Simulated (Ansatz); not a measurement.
For omega Ti (model structure), LDA (plane waves, PAW; Ansatz, a quantum-chemistry and plane-wave program) gives:

| Item | Result |
|---|---|
| lattice constant a | 4.453 Å |
| c axis length | 2.770 Å |

### Question
What does r²SCAN in Ansatz (plane waves, PAW) give for the same quantities?

### Answer

- lattice constant a: 4.568 Å (grows by 2.6 %)
- lattice parameter c: 2.826 Å (grows by 2.0 %)

Changes are worked out from the printed values.

Unless a cell is named, each level is at its own relaxed cell (LDA 15.86, r²SCAN 17.02 Å³/atom).

Ansatz's density-functional and Hartree–Fock values are scalar-relativistic unless marked +SOC, with PAW data made under PBE.

A model structure was made by putting elements into a prototype or built by hand; it is no filed structure, need not be a known phase, and can be a saddle point held by its symmetry.
